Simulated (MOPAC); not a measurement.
MOPAC input (PM7):

```
PM7 FORCE THERMO(298,298) PRECISE LET UHF MS=0.5 GEO-OK AUX(PRECISION=9) THREADS=1
C4H5

C     0.00332880 1   -0.68630670 1    0.81289889 1
C    -0.00679495 1    0.63641584 1    0.92075558 1
C     0.00794014 1   -0.87027973 1   -0.65704491 1
C    -0.00408364 1    0.73389566 1   -0.63047783 1
H    -0.01404863 1    1.39578269 1    1.64658538 1
H    -0.87605635 1   -1.33246608 1   -1.10070641 1
H     0.90071400 1   -1.31920796 1   -1.09675623 1
H     0.88887749 1    1.19177863 1   -1.05298327 1
H    -0.90186848 1    1.17841707 1   -1.05694321 1
```

**Question.** Which zero-point energy does it print?

**Answer.** 45.51 kcal/mol, from the harmonic wavenumbers of PM7.
